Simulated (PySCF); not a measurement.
How good is the calculation?

Molfile (atoms numbered from 1):
```
C2H7N
     RDKit          3D

 10  9  0  0  0  0  0  0  0  0999 V2000
   -1.2080   -0.0492   -0.0488 C   0  0  0  0  0  0  0  0  0  0  0  0
    0.0374    0.6511   -0.2830 N   0  0  0  0  0  0  0  0  0  0  0  0
    1.1980   -0.1777   -0.0328 C   0  0  0  0  0  0  0  0  0  0  0  0
   -1.2740   -0.8837   -0.7475 H   0  0  0  0  0  0  0  0  0  0  0  0
   -2.0380    0.6289   -0.2380 H   0  0  0  0  0  0  0  0  0  0  0  0
   -1.3025   -0.4499    0.9727 H   0  0  0  0  0  0  0  0  0  0  0  0
    0.0779    1.4772    0.3076 H   0  0  0  0  0  0  0  0  0  0  0  0
    1.1836   -1.0138   -0.7327 H   0  0  0  0  0  0  0  0  0  0  0  0
    1.2359   -0.5862    0.9895 H   0  0  0  0  0  0  0  0  0  0  0  0
    2.0984    0.4079   -0.2095 H   0  0  0  0  0  0  0  0  0  0  0  0
  1  2  1  0
  2  3  1  0
  1  4  1  0
  1  5  1  0
  1  6  1  0
  2  7  1  0
  3  8  1  0
  3  9  1  0
  3 10  1  0
M  END
```

Published values to compare with: δ 15N N2 -361.1 ppm (CCSD(T)/cc-pVQZ; gas (isolated, no vibration); M. Maurer, PhD thesis, LMU Munich (Maurer, Ochsenfeld, JCTC 2015 SI; set of Flaig et al., JCTC 2014, 10, 572)). Coupling constants: 1J(N2,H7) -67.0 Hz.

Level of theory: shielding tensors at PBE0/pcSseg-1 (GIAO), B3LYP/pcJ-1 coupling constants (spin–dipole term only in couplings to heteroatoms), GFN2-xTB structure, in PySCF 2.14 (one conformer, in vacuum, non-relativistic, rapidly exchanging positions averaged).

Question: Set the calculated values beside the experiment.

Answer: 
Reference values: CCSD(T)/cc-pVQZ (gas (isolated, no vibration); M. Maurer, PhD thesis, LMU Munich (Maurer, Ochsenfeld, JCTC 2015 SI; set of Flaig et al., JCTC 2014, 10, 572)).
```
atoms                      quantity  reference  computed  computed, scaled
   N2  δ 15N vs CH3NO2 (same level)     -361.1         –            -364.1
```

Computed shifts are σ(ref) − σ with the named reference compound (TMS for H and C) calculated as an isolated molecule at the same level. The measured values may be among those fitted. Shieldings were converted by a linear fit to measured shifts: 15N: δ = -148.07 − 0.921σ (rms 6.3 ppm, 71 shifts vs CH3NO2, solution or neat liquid). Occasional misses reach two or three times the rms, and more in compound classes unlike the fitted ones.

Coupling constants in Hz:
```tsv
coupling	reference	computed	source
1J(N2,H7)	-67.0	-68.2	measured; Jessen and Sauer, arXiv:2312.00705
```

2 of the 3 published NMR values on file for this molecule are compared. The rest: other calculations.
